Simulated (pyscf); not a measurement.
**Addition across a multiple bond or ene-type step: `[O]=[Ge]` [singlet] + `[FH]` -> `[OH][Ge][F]` [singlet]**

Gas phase, singlet surface, charge 0. Bonds broken: F3–H4. Bonds formed: Ge1–F3, O2–H4. Single points on ωB97X-D3(BJ)/def2-SVP structures (PySCF, gas phase). Correlated levels are frozen-core, on RHF or UHF. ΔMP2 is the change of the MP2 total energy from the triple- to the quadruple-zeta basis.

Transition state (Å):

```xyz
4

Ge     1.0419     1.5036    -0.3634
O      0.1892     0.4624    -1.3527
F     -0.0139     0.0574     0.9109
H     -0.1785    -0.0908    -0.1263
```

One imaginary mode, 496i cm⁻¹; descent along it reached the two sides named, in the forms told below.

| bond | change | reactant side (Å) | saddle | product side |
|---|---|---|---|---|
| F3–H4 | breaks | 0.954 | 1.061 | 2.505 |
| Ge1–F3 | forms | 2.6 | 2.198 | 1.766 |
| O2–H4 | forms | 1.726 | 1.395 | 0.969 |

Electronic energies relative to the separated reactants (kJ/mol):

```tsv
level	barrier	reaction energy	reverse barrier
ωB97X-D3(BJ)/def2-TZVP	-32.0	-204.2	172.3
PBE/def2-TZVP	-37.8	-182.0	144.3
r²SCAN/def2-TZVP	-36.3	-197.6	161.3
B3LYP-D3(BJ)/def2-TZVP	-28.7	-191.9	163.2
PBE0-D3(BJ)/def2-TZVP	-35.6	-200.2	164.6
M06-2X/def2-TZVP	-38.8	-220.3	181.5
ωB97M-D3(BJ)/def2-TZVP	-29.5	-197.2	167.7
HF/def2-TZVP	3.4	-220.7	224.1
MP2/def2-QZVPP	-2.9	-156.2	153.3
CCSD/def2-TZVPP	-8.5	-183.8	175.3
CCSD(T)/def2-TZVPP	-9.0	-171.3	162.3
CCSD(T)/def2-TZVPP + ΔMP2(QZVPP)	-7.9	-170.4	162.6
```

With CCSD(T)/def2-TZVPP + ΔMP2(QZVPP) energies and thermal terms (ideal gas, 1 atm, RRHO with modes under 100 cm⁻¹ raised to 100, one conformer, R ln 2 for rigid chiral ones), in kJ/mol:

| T (K) | ΔH‡ | ΔG‡ | ΔH | ΔG |
|---|---|---|---|---|
| 298 | -12.9 | 23.9 | -165.5 | -130.6 |
| 600 | -15.8 | 62.6 | -165.1 | -95.1 |
| 900 | -16.4 | 102.0 | -163.2 | -60.5 |
| 1200 | -16.1 | 141.4 | -161.0 | -26.6 |

On the reactant side the descent ends in a bound adduct, 42.6 kJ/mol under the separated species and 10.6 kJ/mol under the saddle at ωB97X-D3(BJ)/def2-TZVP. At ωB97X-D3(BJ), PBE, r²SCAN, B3LYP-D3(BJ), PBE0-D3(BJ), M06-2X, ωB97M-D3(BJ), MP2, CCSD, CCSD(T), CCSD(T) the saddle lies under the separated reactants, which points to a path from their complex (located at ωB97X-D3(BJ) alone). One saddle was located; it need not be the lowest between these sides. The CCSD(T) − MP2 part came from Ansatz, without density fitting, on the same reference. The frozen core leaves the outer d or s,p core shells of the metals and heavy elements correlated in the MP2 and CC values, and def2-TZVPP describes them poorly, which can shift differences by a few kcal/mol. Elements up to Kr have no core potential and no relativistic terms here.
